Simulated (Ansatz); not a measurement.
# MgH2, triplet: the ladder up to full CI

Geometry: a point of a bend scan, not a stationary point.

```xyz
3

Mg    0.0000    0.0000   -0.1251
H     0.0000    1.1483    1.5087
H     0.0000   -1.1483    1.5087
```

Basis aug-cc-pVTZ; Ansatz 0.2.0. Correlated methods freeze the noble-gas cores, which leaves 4 electrons in 91 orbitals. Prefix R: restricted or restricted open-shell reference; prefix U: unrestricted. The metal's outer-core shells are frozen, which leaves out core–valence correlation.

Full CI is exact within this basis and frozen core; it isn't the basis-set limit. The frozen core follows each run's orbitals, which can shift R against U totals by a few meV.

HF rows: RHF is the determinant under the cluster runs, UHF is the lowest solution found. Coupled cluster chose its determinant by a search with trial CCSD, here up to 0.05 eV above the lowest Hartree–Fock solution of its kind.

The UHF ⟨S²⟩ is 2.067 and the T1 diagnostic (RCCSD) is 0.0412. The largest doubles amplitude (RCCSD) is 0.080. The T1 diagnostic (UCCSD) is 0.0336.

From what is known of these methods and the diagnostics, rank them by the size of their error in total energy against full CI in aug-cc-pVTZ, smallest first (an estimate: the text doesn't fix the numbers).
A. BCCD(T)
B. UHF
C. RCCSD
D. UCCSDT(Q)
E. RHF

D (0.03 mEh), A (0.56 mEh), C (2.12 mEh), B (55.09 mEh), E (69.02 mEh).

All errors are against full CI in aug-cc-pVTZ. Below it: UCCSDT(Q). Within each family the higher level lies nearer, as is usual though not guaranteed.

The full-CI state has the irrep B2 of C2v, in the program's axes.

Natural occupations of full CI about the gap: 1.905 1.007 0.977 0.034 0.030 0.012 0.008 0.006 0.005 0.004; effectively unpaired electrons, Σ n²(2−n)², 2.04.
